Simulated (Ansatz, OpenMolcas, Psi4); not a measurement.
Errors in the atomisation enthalpy at 298 K

8 molecules of light elements (H to F); the atomisation enthalpy at 298 K in kJ/mol, computed less measured. Shapes, held fixed at every level: PBE0-D4/def2-TZVP. Flexible molecules stand in one conformer, not always the lowest. Thermal terms are harmonic and unscaled (PBE0-D4/def2-TZVP); the spin-orbit lowering of the free atoms is taken from their spectra. Programs: Ansatz 0.2.0, OpenMolcas 26.06, Psi4 1.11. A level may come from different programs for different species; with the same settings they agree closely. Measured values: Active Thermochemical Tables, NIST-JANAF tables.

Levels: A = HF/def2-SVP; B = PBE-D4/def2-TZVPP; C = PBE0/STO-3G; D = BHLYP/def2-TZVPP.

```tsv
molecule	from tabulated heats	A	B	C	D
NOF (nitrosyl fluoride)	867	-655	+162	-157	-140
BHF2 (SMILES FBF)	1681	-362	+36	+204	-67
B(OH)O (oxoborinic acid)	1847	-559	+54	+32	-124
CH2N (SMILES C=[N])	1387	-446	+68	+113	-48
CHFO (formyl fluoride)	1646	-557	+87	-26	-120
H2O2 (hydrogen peroxide)	1070	-570	+50	-13	-117
CH3F (fluoromethane)	1687	-451	+27	+253	-61
CH3O (hydroxymethyl radical)	1636	-495	+50	+166	-65
```

Problem. Which level does best on this set, which worst, and which err to one side?

Solution. 
```json
{"level": "HF/def2-SVP", "kind": "Hartree–Fock", "mean error": "-511.9", "mean absolute error": "511.9", "worst case": "NOF"}
{"level": "PBE-D4/def2-TZVPP", "kind": "GGA", "mean error": "+66.8", "mean absolute error": "66.8", "worst case": "NOF"}
{"level": "PBE0/STO-3G", "kind": "global hybrid", "mean error": "+71.5", "mean absolute error": "120.5", "worst case": "CH3F"}
{"level": "BHLYP/def2-TZVPP", "kind": "global hybrid", "mean error": "-92.8", "mean absolute error": "92.8", "worst case": "NOF"}
```

On this set PBE-D4/def2-TZVPP has the smallest mean absolute error and HF/def2-SVP the largest. HF/def2-SVP is too low in 8 of 8; PBE-D4/def2-TZVPP is too high in 8 of 8; BHLYP/def2-TZVPP is too low in 8 of 8. The tabulated values of NOF, BHF2, B(OH)O are in doubt (older tables, estimates, or at odds with other calculations) and kept here. Over the 5 molecules whose values aren't doubted the mean absolute errors are A 503.8; B 56.4; C 114.2; D 82.2. Hartree–Fock lacks correlation and underbinds. Rows in very small basis sets show the basis more than the method. Spin contamination: CH2N (⟨S²⟩ up to 0.93). Open shells run unrestricted. The set is small.
